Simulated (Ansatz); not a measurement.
## Gd, hcp: geometry optimisation

Computed with DFT, BLYP, plane waves (420 eV) with PAW, scalar-relativistic in Ansatz 0.2.0. The PAW files were generated under PBE, with cores re-solved for the functional.

k-point mesh 10×10×6, Fermi-Dirac smearing 0.05 eV, starting moments 7.00, -7.00 μB. Cell and atoms relax.

Starting structure:

```yaml
crystal:
  lattice:
    - [3.6360007066, 0.0, 0.0]
    - [-1.8180003533, 3.1488689801, 0.0]
    - [0.0, 0.0, 5.7826]
  atoms:
    - { symbol: Gd, position: [0.3333333333, 0.6666666667, 0.25], spin: 7.0 }
    - { symbol: Gd, position: [0.6666666667, 0.3333333333, 0.75], spin: -7.0 }
hamiltonian:
  xc: blyp
  pseudopotentials:
    kind: paw
    azcp:
      Gd: "pseudopotentials/Gd.paw.azcp"
basis:
  ecutwfc: 420
  fft_grid_basis: typed
kpoints:
  mp_grid: { grid: [10, 10, 6], shift: [0, 0, 0] }
magnetization:
  spin_polarized: true
scf:
  occupations: { method: fermi_dirac, width: 0.05 }
relax:
  max_steps: 60
  f_tol: 0.01
  cell: {}
```

Task: The pressure at the start is 1.1 GPa. By how much does the volume change?

Result: From 33.10 to 34.21 Å³ per atom, 3.4 %. The final cell has a = 3.678 Å, c = 5.841 Å (c/a = 1.588).

Task: How much energy does the relaxation gain?

Result: 3.9 meV per atom.

Path of the relaxation (the plane waves are chosen anew near the end, which can shift the energy a little):

| step | E − E(final) (meV/atom) | V (Å³/atom) | P (GPa) | max force (eV/Å) |
| --- | --- | --- | --- | --- |
| 0 | 3.93 | 33.103 | 1.14 | 0.000 |
| 1 | 0.33 | 34.078 | 0.14 | 0.000 |
| 2 | 0.30 | 34.215 | 0.01 | 0.000 |
| 3 | 0.00 | 34.215 | 0.01 | 0.000 |

Task: Which magnetic state does it end in?

Result: antiferromagnetic, largest moment 7.19 μB in the atomic sphere; moments 7.19, -7.19 μB.

Open f shells have many self-consistent states, so the state found may not be the lowest.
